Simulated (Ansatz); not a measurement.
Two shapes of singlet C₄H₁₀.

Shape 1:

```xyz
14

H    -0.0076   -0.0042    1.4787
C    -0.0040   -0.0047    0.3598
C     1.4627    0.0005   -0.0899
C    -0.7176    1.2556   -0.0930
C    -0.7303   -1.2580   -0.0851
H     1.5128   -0.0095   -1.1959
H     1.9939    0.8947    0.2765
H     1.9974   -0.8919    0.2766
H    -0.7671    1.3105   -1.1926
H    -1.7688    1.2718    0.2648
H    -0.2248    2.1681    0.2584
H    -0.7630   -1.3191   -1.1900
H    -0.2286   -2.1724    0.2775
H    -1.7728   -1.2871    0.2732
```

Shape 2:

```xyz
14

H    -0.0397    0.0205    1.5053
C     0.0361   -0.0212    0.3888
C     1.4587   -0.0408   -0.0887
C    -0.7500    1.3153   -0.0527
C    -0.7825   -1.2805   -0.1146
H     1.5014   -0.0203   -1.1412
H     1.9630    0.8451    0.2329
H     1.9902   -0.9205    0.2195
H    -0.7175    1.2925   -1.1457
H    -1.7792    1.3217    0.2583
H    -0.2452    2.2012    0.3238
H    -0.7365   -1.3136   -1.1526
H    -0.2450   -2.1526    0.2189
H    -1.8002   -1.3396    0.2527
```

Basis set: STO-3G (spherical functions). Frozen core: 4 orbitals. Charge 0, multiplicity 1.

Computed with Ansatz (development build ahead of 0.2.0); each method stands on the lowest determinant of its kind that the runs found.

(1) Which shape is lower in energy, and by how much in each method?

## Answers

(1)

| method | E(2) − E(1) (eV) |
| --- | --- |
| RHF | 0.293 |
| RHF-MP2 | 0.399 |

Shape 1 is lower.
